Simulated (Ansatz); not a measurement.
# NClO: a ladder of functionals and wavefunction methods

Aim: compute NClO with functionals from several rungs and with coupled cluster. The yardstick is the atomisation energy at the CCSD(T) limit.

Program: Ansatz 0.2.0, Gaussian basis. Level of theory: functionals in def2-TZVPP, the program's frozen cores in correlated methods. These are calculated values, not measurements.

Plan: LDA (SPW92), PBE-D4, revPBE-D4, BLYP-D4, r2SCAN-D4, B97M-V, PBE0-D4, B3LYP-D4, r2SCANh-D4, r2SCAN0-D4, HSE06-D4, BHLYP-D4, CAM-B3LYP-D4, LC-ωPBE, ωB97X-V, ωB97M-V, B2PLYP, PBE-QIDH; CCSD(T)/def2-SVP; CCSD(T)/def2-TZVPP; CCSD(T)/def2-QZVPP; extrapolation to the limit; RPA on PBE.

## (1) The geometry

All runs share one geometry, relaxed beforehand with PBE0-D4 in a triple-zeta def2 set.

3 atoms, charge 0, spin multiplicity 1.

Atoms are counted from 1 here; the program's logs count them from 0.

Bond lengths: Cl1–N2 1.944 Å, N2–O3 1.127 Å. Angles: Cl1–N2–O3 113.9°.

## (2) LDA

This LDA is Slater exchange with PW92 correlation.

in.yaml reads:

```yaml
crystal:
  periodic: [false, false, false]
  atoms:
    - {symbol: Cl, position_ang: [-0.508568, -0.905958, 0.000000]}
    - {symbol: N, position_ang: [0.000039, 0.970196, -0.000000]}
    - {symbol: O, position_ang: [1.113469, 1.141842, 0.000000]}
basis:
  gaussian: {orbitals: def2-TZVPP}
hamiltonian: {xc: lda}
output: {orbitals: {seedname: orbitals}}
```

On the command line:

```console
$ ansatz run in.yaml --threads 2 --pin off --events-out ev --progress --plain --max-ram 32768MiB --backend cpu
```

After this run come: PBE-D4 (GGA); revPBE-D4 (GGA); BLYP-D4 (GGA); r2SCAN-D4 (meta-GGA); B97M-V (meta-GGA); PBE0-D4 (hybrid); B3LYP-D4 (hybrid); r2SCANh-D4 (hybrid); r2SCAN0-D4 (hybrid); HSE06-D4 (hybrid); BHLYP-D4 (hybrid); CAM-B3LYP-D4 (range-separated); LC-ωPBE (range-separated); ωB97X-V (range-separated); ωB97M-V (range-separated); B2PLYP (double hybrid); PBE-QIDH (double hybrid); CCSD(T) in def2-SVP; CCSD(T) in def2-TZVPP; CCSD(T) in def2-QZVPP; RPA on PBE orbitals.

Q: Predict the results of all the runs planned. Wanted: atomisation energy, CCSD(T)/CBS; farthest beyond LDA; mean size of error, GGA; mean size of error, meta-GGA; mean size of error, hybrid; mean size of error, range-separated; mean size of error, double hybrid; gap, smallest and largest; T1 diagnostic.

**Answer**, as computed:

| quantity | value |
| --- | --- |
| atomisation energy, CCSD(T)/CBS | 791.8 kJ/mol |
| functionals within 4.0 kJ/mol (0.5 %) | CAM-B3LYP-D4 |
| farthest beyond LDA | PBE-D4 (+149.6 kJ/mol) |
| mean size of error, GGA | 118.4 kJ/mol |
| mean size of error, meta-GGA | 35.7 kJ/mol |
| mean size of error, hybrid | 44.4 kJ/mol |
| mean size of error, range-separated | 9.2 kJ/mol |
| mean size of error, double hybrid | 20.9 kJ/mol |
| gap, smallest and largest | 2.42 eV (LDA (SPW92)), 10.06 eV (LC-ωPBE) |
| T1 diagnostic | 0.0211 |
| triples share of the correlation energy | 5.2 % |

**Reading.** The LDA atomisation energy is off by 323.3 kJ/mol (41 %): it overbinds. PBE-D4 misses by +149.6 kJ/mol. Double hybrids carry the basis error of their MP2 part in triple zeta, and no dispersion term here, so their miss is partly the set-up's. By mean error the best rung here is range-separated (9.2 kJ/mol) and the worst beyond LDA is GGA (118.4 kJ/mol). RPA and LDA stand outside this count. Misses under about 4.0 kJ/mol are within the doubt on the reference itself, which lacks core-valence correlation, relativity and higher excitations. Hartree-Fock recovers 24 % of the binding; the rest is correlation. CCSD(T) in def2-SVP is off by -105.2 kJ/mol, so the small basis spoils what the method gains. The gap grows from 2.4 to 10.1 eV across the functionals, mostly with the share of exact exchange. The T1 diagnostic, 0.021, is a little above the customary 0.02. The restricted reference is unstable towards a spin-broken one.
